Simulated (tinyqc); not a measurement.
Worked calculation (part 2 of 2): UHF in the sto-6g basis, for CH2, spin multiplicity 3. Computed by tinyqc, a small Python program that keeps every step (integrals from PySCF). Command: `OMP_NUM_THREADS=1 python tinyqc.py 21510 21511 out.jsonl` (the two numbers bound the seeds that draw the settings). One thread of a shared host (Intel(R) Xeon(R) Processor @ 2.60GHz), about 0.2 s of CPU time with the checks.

Geometry (angstrom):
```
atom       x        y       z
C     0.0000   0.0000  0.0000
H     0.0000   1.1000  0.6940
H     0.0000  -1.1000  0.6940
```

## Iteration 2: diagonalisation and new density

F(alpha) (hartree), order 1C 1s, 1C 2s, 1C 2px, 1C 2py, 1C 2pz, 2H 1s, 3H 1s:
```
[[-11.1413, -2.8680, 0.0000, 0.0000, -0.0055, -0.4774, -0.4774],
 [-2.8680, -1.4768, 0.0000, 0.0000, 0.0260, -0.5419, -0.5419],
 [0.0000, 0.0000, -0.3559, 0.0000, 0.0000, 0.0000, 0.0000],
 [0.0000, 0.0000, 0.0000, -0.1645, 0.0000, -0.3288, 0.3288],
 [-0.0055, 0.0260, 0.0000, 0.0000, -0.2162, -0.2343, -0.2343],
 [-0.4774, -0.5419, 0.0000, -0.3288, -0.2343, -0.3687, -0.1232],
 [-0.4774, -0.5419, 0.0000, 0.3288, -0.2343, -0.1232, -0.3687]]
```

F(beta) (hartree), order 1C 1s, 1C 2s, 1C 2px, 1C 2py, 1C 2pz, 2H 1s, 3H 1s:
```
[[-11.0883, -2.8220, 0.0000, 0.0000, -0.0086, -0.4652, -0.4652],
 [-2.8220, -1.1715, 0.0000, 0.0000, -0.1617, -0.5078, -0.5078],
 [0.0000, 0.0000, 0.3654, 0.0000, 0.0000, 0.0000, 0.0000],
 [0.0000, 0.0000, 0.0000, -0.0748, 0.0000, -0.3103, 0.3103],
 [-0.0086, -0.1617, 0.0000, 0.0000, 0.2911, -0.1356, -0.1356],
 [-0.4652, -0.5078, 0.0000, -0.3103, -0.1356, -0.2712, -0.0839],
 [-0.4652, -0.5078, 0.0000, 0.3103, -0.1356, -0.0839, -0.2712]]
```

X, order 1C 1s, 1C 2s, 1C 2px, 1C 2py, 1C 2pz, 2H 1s, 3H 1s:
```
[[-0.3317, 0.0000, 0.7522, 0.0000, -0.5953, 0.0000, 0.2035],
 [1.0428, 0.0000, -0.3216, 0.0000, -0.2904, 0.0000, 0.4686],
 [0.0000, 0.0000, 0.0000, 1.0000, 0.0000, 0.0000, 0.0000],
 [0.0000, 0.9628, 0.0000, 0.0000, 0.0000, 0.6194, 0.0000],
 [0.4981, 0.0000, 0.6331, 0.0000, 0.6517, 0.0000, 0.2189],
 [-0.7120, -0.7471, -0.1893, 0.0000, 0.1539, 0.3991, 0.3723],
 [-0.7120, 0.7471, -0.1893, 0.0000, 0.1539, -0.3991, 0.3723]]
```

Diagonalise F' = X^T F X, C = X C', fill 5 alpha and 3 beta electrons from the bottom; D(s) = C_occ C_occ^T. Each column has its largest component positive (the first on a tie).

F' = X^T F X (alpha) (hartree):
```
[[0.1196, 0.0000, 1.2031, 0.0000, -0.7665, 0.0000, 0.2998],
 [0.0000, 0.5196, 0.0000, 0.0000, 0.0000, 0.0999, 0.0000],
 [1.2031, 0.0000, -4.9537, 0.0000, 4.6446, 0.0000, -2.3580],
 [0.0000, 0.0000, 0.0000, -0.3559, 0.0000, 0.0000, 0.0000],
 [-0.7665, 0.0000, 4.6446, 0.0000, -5.0069, 0.0000, 2.5305],
 [0.0000, 0.0999, 0.0000, 0.0000, 0.0000, -0.4665, 0.0000],
 [0.2998, 0.0000, -2.3580, 0.0000, 2.5305, 0.0000, -2.0738]]
```

orbital energies (alpha) (hartree): [-11.1441, -0.8403, -0.4765, -0.3802, -0.3559, 0.4498, 0.5297]

coefficients C (alpha), order 1C 1s, 1C 2s, 1C 2px, 1C 2py, 1C 2pz, 2H 1s, 3H 1s:
```
[[0.9956, -0.2345, 0.0000, 0.0887, 0.0000, -0.1322, 0.0000],
 [0.0188, 0.8402, 0.0000, -0.4627, 0.0000, 0.7580, 0.0000],
 [0.0000, 0.0000, 0.0000, 0.0000, 1.0000, 0.0000, 0.0000],
 [0.0000, 0.0000, 0.5203, 0.0000, 0.0000, 0.0000, 1.0198],
 [0.0018, 0.0015, 0.0000, 0.7433, 0.0000, 0.7543, 0.0000],
 [-0.0035, 0.2006, 0.4717, 0.3521, 0.0000, -0.7354, -0.7035],
 [-0.0035, 0.2006, -0.4717, 0.3521, 0.0000, -0.7354, 0.7035]]
```

F' = X^T F X (beta) (hartree):
```
[[0.2664, 0.0000, 1.1140, 0.0000, -0.8791, 0.0000, 0.3470],
 [0.0000, 0.6144, 0.0000, 0.0000, 0.0000, 0.1158, 0.0000],
 [1.1140, 0.0000, -4.6737, 0.0000, 4.9237, 0.0000, -2.3451],
 [0.0000, 0.0000, 0.0000, 0.3654, 0.0000, 0.0000, 0.0000],
 [-0.8791, 0.0000, 4.9237, 0.0000, -4.6220, 0.0000, 2.5570],
 [0.0000, 0.1158, 0.0000, 0.0000, 0.0000, -0.3953, 0.0000],
 [0.3470, 0.0000, -2.3451, 0.0000, 2.5570, 0.0000, -1.9126]]
```

orbital energies (beta) (hartree): [-11.0900, -0.6422, -0.4084, 0.2324, 0.3654, 0.5578, 0.6275]

coefficients C (beta), order 1C 1s, 1C 2s, 1C 2px, 1C 2py, 1C 2pz, 2H 1s, 3H 1s:
```
[[0.9965, -0.2058, 0.0000, -0.1500, 0.0000, -0.1163, 0.0000],
 [0.0149, 0.7114, 0.0000, 0.7280, 0.0000, 0.6771, 0.0000],
 [0.0000, 0.0000, 0.0000, 0.0000, 1.0000, 0.0000, 0.0000],
 [0.0000, 0.0000, 0.5072, 0.0000, 0.0000, 0.0000, 1.0263],
 [0.0022, 0.1228, 0.0000, -0.6054, 0.0000, 0.8602, 0.0000],
 [-0.0032, 0.2871, 0.4806, -0.4134, 0.0000, -0.6722, -0.6974],
 [-0.0032, 0.2871, -0.4806, -0.4134, 0.0000, -0.6722, 0.6974]]
```

D(alpha) after iteration 2, order 1C 1s, 1C 2s, 1C 2px, 1C 2py, 1C 2pz, 2H 1s, 3H 1s:
```
[[1.0540, -0.2193, 0.0000, 0.0000, 0.0674, -0.0193, -0.0193],
 [-0.2193, 0.9203, 0.0000, 0.0000, -0.3426, 0.0056, 0.0056],
 [0.0000, 0.0000, 1.0000, 0.0000, 0.0000, 0.0000, 0.0000],
 [0.0000, 0.0000, 0.0000, 0.2707, 0.0000, 0.2454, -0.2454],
 [0.0674, -0.3426, 0.0000, 0.0000, 0.5525, 0.2620, 0.2620],
 [-0.0193, 0.0056, 0.0000, 0.2454, 0.2620, 0.3867, -0.0582],
 [-0.0193, 0.0056, 0.0000, -0.2454, 0.2620, -0.0582, 0.3867]]
```

D(beta) after iteration 2, order 1C 1s, 1C 2s, 1C 2px, 1C 2py, 1C 2pz, 2H 1s, 3H 1s:
```
[[1.0355, -0.1316, 0.0000, 0.0000, -0.0231, -0.0622, -0.0622],
 [-0.1316, 0.5063, 0.0000, 0.0000, 0.0874, 0.2042, 0.2042],
 [0.0000, 0.0000, 0.0000, 0.0000, 0.0000, 0.0000, 0.0000],
 [0.0000, 0.0000, 0.0000, 0.2573, 0.0000, 0.2438, -0.2438],
 [-0.0231, 0.0874, 0.0000, 0.0000, 0.0151, 0.0352, 0.0352],
 [-0.0622, 0.2042, 0.0000, 0.2438, 0.0352, 0.3134, -0.1486],
 [-0.0622, 0.2042, 0.0000, -0.2438, 0.0352, -0.1486, 0.3134]]
```

## Iteration 10 (converged): orbitals

converged F(alpha) (hartree), order 1C 1s, 1C 2s, 1C 2px, 1C 2py, 1C 2pz, 2H 1s, 3H 1s:
```
[[-11.1477, -2.8762, 0.0000, 0.0000, -0.0029, -0.4781, -0.4781],
 [-2.8762, -1.4864, 0.0000, 0.0000, 0.0461, -0.5440, -0.5440],
 [0.0000, 0.0000, -0.3618, 0.0000, 0.0000, 0.0000, 0.0000],
 [0.0000, 0.0000, 0.0000, -0.2122, 0.0000, -0.3262, 0.3262],
 [-0.0029, 0.0461, 0.0000, 0.0000, -0.2839, -0.2181, -0.2181],
 [-0.4781, -0.5440, 0.0000, -0.3262, -0.2181, -0.3052, -0.1213],
 [-0.4781, -0.5440, 0.0000, 0.3262, -0.2181, -0.1213, -0.3052]]
```

converged F(beta) (hartree), order 1C 1s, 1C 2s, 1C 2px, 1C 2py, 1C 2pz, 2H 1s, 3H 1s:
```
[[-11.0865, -2.8214, 0.0000, 0.0000, -0.0053, -0.4665, -0.4665],
 [-2.8214, -1.0794, 0.0000, 0.0000, -0.2075, -0.5076, -0.5076],
 [0.0000, 0.0000, 0.3850, 0.0000, 0.0000, 0.0000, 0.0000],
 [0.0000, 0.0000, 0.0000, -0.0416, 0.0000, -0.3133, 0.3133],
 [-0.0053, -0.2075, 0.0000, 0.0000, 0.2847, -0.1754, -0.1754],
 [-0.4665, -0.5076, 0.0000, -0.3133, -0.1754, -0.3301, -0.1029],
 [-0.4665, -0.5076, 0.0000, 0.3133, -0.1754, -0.1029, -0.3301]]
```

As before.

F' = X^T F X (alpha) (hartree):
```
[[0.1664, 0.0000, 1.1904, 0.0000, -0.8021, 0.0000, 0.2634],
 [0.0000, 0.5365, 0.0000, 0.0000, 0.0000, 0.0343, 0.0000],
 [1.1904, 0.0000, -4.9904, 0.0000, 4.6061, 0.0000, -2.3664],
 [0.0000, 0.0000, 0.0000, -0.3618, 0.0000, 0.0000, 0.0000],
 [-0.8021, 0.0000, 4.6061, 0.0000, -5.0409, 0.0000, 2.5474],
 [0.0000, 0.0343, 0.0000, 0.0000, 0.0000, -0.4626, 0.0000],
 [0.2634, 0.0000, -2.3664, 0.0000, 2.5474, 0.0000, -2.0549]]
```

orbital energies (alpha) (hartree): [-11.1507, -0.8419, -0.4637, -0.4032, -0.3618, 0.4759, 0.5377]

coefficients C (alpha), order 1C 1s, 1C 2s, 1C 2px, 1C 2py, 1C 2pz, 2H 1s, 3H 1s:
```
[[0.9954, -0.2402, 0.0000, 0.0623, 0.0000, -0.1384, 0.0000],
 [0.0196, 0.8672, 0.0000, -0.3411, 0.0000, 0.7912, 0.0000],
 [0.0000, 0.0000, 0.0000, 0.0000, 1.0000, 0.0000, 0.0000],
 [0.0000, 0.0000, 0.5860, 0.0000, 0.0000, 0.0000, 0.9834],
 [0.0016, -0.0452, 0.0000, 0.8053, 0.0000, 0.6862, 0.0000],
 [-0.0036, 0.1784, 0.4245, 0.2980, 0.0000, -0.7645, -0.7329],
 [-0.0036, 0.1784, -0.4245, 0.2980, 0.0000, -0.7645, 0.7329]]
```

F' = X^T F X (beta) (hartree):
```
[[0.2915, 0.0000, 1.0825, 0.0000, -0.8881, 0.0000, 0.4099],
 [0.0000, 0.6092, 0.0000, 0.0000, 0.0000, 0.1599, 0.0000],
 [1.0825, 0.0000, -4.6300, 0.0000, 4.9532, 0.0000, -2.3740],
 [0.0000, 0.0000, 0.0000, 0.3850, 0.0000, 0.0000, 0.0000],
 [-0.8881, 0.0000, 4.9532, 0.0000, -4.6206, 0.0000, 2.5017],
 [0.0000, 0.1599, 0.0000, 0.0000, 0.0000, -0.3981, 0.0000],
 [0.4099, 0.0000, -2.3740, 0.0000, 2.5017, 0.0000, -1.9365]]
```

orbital energies (beta) (hartree): [-11.0882, -0.6340, -0.4229, 0.2639, 0.3850, 0.5627, 0.6339]

coefficients C (beta), order 1C 1s, 1C 2s, 1C 2px, 1C 2py, 1C 2pz, 2H 1s, 3H 1s:
```
[[0.9966, -0.1847, 0.0000, -0.1747, 0.0000, -0.1166, 0.0000],
 [0.0145, 0.6085, 0.0000, 0.8182, 0.0000, 0.6745, 0.0000],
 [0.0000, 0.0000, 0.0000, 0.0000, 1.0000, 0.0000, 0.0000],
 [0.0000, 0.0000, 0.4647, 0.0000, 0.0000, 0.0000, 1.0462],
 [0.0018, 0.1695, 0.0000, -0.5690, 0.0000, 0.8769, 0.0000],
 [-0.0029, 0.3478, 0.5088, -0.3926, 0.0000, -0.6557, -0.6772],
 [-0.0029, 0.3478, -0.5088, -0.3926, 0.0000, -0.6557, 0.6772]]
```

D(alpha) after iteration 10, order 1C 1s, 1C 2s, 1C 2px, 1C 2py, 1C 2pz, 2H 1s, 3H 1s:
```
[[1.0523, -0.2100, 0.0000, 0.0000, 0.0626, -0.0279, -0.0279],
 [-0.2100, 0.8688, 0.0000, 0.0000, -0.3139, 0.0530, 0.0530],
 [0.0000, 0.0000, 1.0000, 0.0000, 0.0000, 0.0000, 0.0000],
 [0.0000, 0.0000, 0.0000, 0.3434, 0.0000, 0.2488, -0.2488],
 [0.0626, -0.3139, 0.0000, 0.0000, 0.6506, 0.2319, 0.2319],
 [-0.0279, 0.0530, 0.0000, 0.2488, 0.2319, 0.3009, -0.0596],
 [-0.0279, 0.0530, 0.0000, -0.2488, 0.2319, -0.0596, 0.3009]]
```

D(beta) after iteration 10, order 1C 1s, 1C 2s, 1C 2px, 1C 2py, 1C 2pz, 2H 1s, 3H 1s:
```
[[1.0274, -0.0979, 0.0000, 0.0000, -0.0295, -0.0671, -0.0671],
 [-0.0979, 0.3705, 0.0000, 0.0000, 0.1032, 0.2116, 0.2116],
 [0.0000, 0.0000, 0.0000, 0.0000, 0.0000, 0.0000, 0.0000],
 [0.0000, 0.0000, 0.0000, 0.2160, 0.0000, 0.2364, -0.2364],
 [-0.0295, 0.1032, 0.0000, 0.0000, 0.0287, 0.0590, 0.0590],
 [-0.0671, 0.2116, 0.0000, 0.2364, 0.0590, 0.3799, -0.1379],
 [-0.0671, 0.2116, 0.0000, -0.2364, 0.0590, -0.1379, 0.3799]]
```

## Convergence

Stop when the energy changes by less than 1e-09 hartree and every element of the error matrix X^T (F D S - S D F) X (for each spin) is below 9e-06.

Course of the cycle:
```
iteration  E (hartree)     change  largest element of the error matrix
1           -38.738292          -                             3.60e-01
2           -38.731548   6.74e-03                             7.36e-02
3           -38.748031  -1.65e-02                             2.62e-02
4           -38.753275  -5.24e-03                             1.07e-02
5           -38.755063  -1.79e-03                             7.45e-03
6           -38.755790  -7.27e-04                             1.43e-03
7           -38.755805  -1.53e-05                             2.77e-04
8           -38.755805  -4.61e-07                             4.82e-05
9           -38.755805  -1.24e-08                             7.31e-06
10          -38.755805  -4.36e-10                             1.90e-06
```

PySCF UHF in the same basis, after a stability check = -38.755805 hartree

Converged in 10 iterations.

## Populations, bond orders and dipole

overlap S, order 1C 1s, 1C 2s, 1C 2px, 1C 2py, 1C 2pz, 2H 1s, 3H 1s:
```
[[1.0000, 0.2432, 0.0000, 0.0000, 0.0000, 0.0399, 0.0399],
 [0.2432, 1.0000, 0.0000, 0.0000, 0.0000, 0.3779, 0.3779],
 [0.0000, 0.0000, 1.0000, 0.0000, 0.0000, 0.0000, 0.0000],
 [0.0000, 0.0000, 0.0000, 1.0000, 0.0000, 0.3290, -0.3290],
 [0.0000, 0.0000, 0.0000, 0.0000, 1.0000, 0.2076, 0.2076],
 [0.0399, 0.3779, 0.0000, 0.3290, 0.2076, 1.0000, 0.0866],
 [0.0399, 0.3779, 0.0000, -0.3290, 0.2076, 0.0866, 1.0000]]
```

Mulliken: Z minus the diagonal of D S on the atom; Loewdin: the same with S^(1/2) D S^(1/2); Mayer order: 2 sum_s sum (D(s) S)_ij (D(s) S)_ji over the two atoms.

Charges (e):
```
atom  Mulliken  Loewdin  Mulliken spin
1C     -0.0403  -0.0124         2.1812
2H      0.0202   0.0062        -0.0906
3H      0.0202   0.0062        -0.0906
```

Mayer bond orders:
```
pair   order
2-1   0.9693
3-1   0.9693
3-2   0.0220
```

dipole moment about the origin, x y z (debye): [0.0000, 0.0000, 0.1672]

<S^2> of the determinant (pure state: 2) = 2.0245
